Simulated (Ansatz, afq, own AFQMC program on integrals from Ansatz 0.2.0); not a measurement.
## Cl, doublet → Cl⁺, singlet

A free Cl atom.

E(singlet, charge +1) − E(doublet, charge +0) at this geometry, on UHF and RHF determinants.

Basis cc-pVQZ. Noble-gas cores (and the filled d shells of Ga–Kr and In–Xe) are frozen. AFQMC by an in-house program on the Cholesky factors that Ansatz 0.2.0 writes for its CCSD(T) run. The CISD trial takes its coefficients from CCSD amplitudes. Released means that phaseless walkers are propagated on without the constraint, phases kept. Error bars are statistical, one sigma. The errors of all members are added in quadrature.

No full CI on the walks' own integrals is used here; CCSDT(Q) serves as the reference and is uncertain by about the last step of the cluster series. Each member takes its own surest rung, up to full CI.

Errors are counted within cc-pVQZ, not against nature.

Cautions: Cl (doublet): the released energies are still falling, so no released level is given (meV from the phaseless value at times in 1/Eh: -3 ± 3 at 0.24, -7.6 ± 2.1 at 0.51, -11.5 ± 1.6 at 0.99, -12 ± 3 at 1.62, -16 ± 3 at 2.40), though the last usable value meets CCSDT(Q) within the noise; Cl⁺ (singlet): another spin lies lower, restricted determinant unstable towards unrestricted (UHF 2.19 eV lower, ⟨S²⟩ 1.03), strong correlation (T1 0.010, weight of the determinant 0.82, largest double 0.25), the determinant fills the p orbitals unequally in pairs, so it mixes two states of the atom (¹D and ¹S), and each level undoes that mixture to a different degree, while full CI gives the lower state, CCSDT(Q) on the UHF determinant differs (1.46 eV lower), perhaps since the unrestricted series falls towards higher spin; this isn't the first ionization.

Reference (CCSDT(Q)): 14.312 eV.

```csv
level,vertical ionization energy (eV),error against CCSDT(Q) (eV)
HF,14.542,0.230
MP2,15.038,0.726
CCSD,14.563,0.251
CCSD(T),14.471,0.159
CCSDT,14.409,0.096
ph-AFQMC/HF,14.166 ± 0.032,-0.146 ± 0.032
```

Correlation beyond CCSD(T) takes off 0.159 eV. The perturbative (T) step is worth −0.092 eV. Where a determinant mixes two states, these steps and errors hold in part the undoing of that mixture, and only full CI is sure.
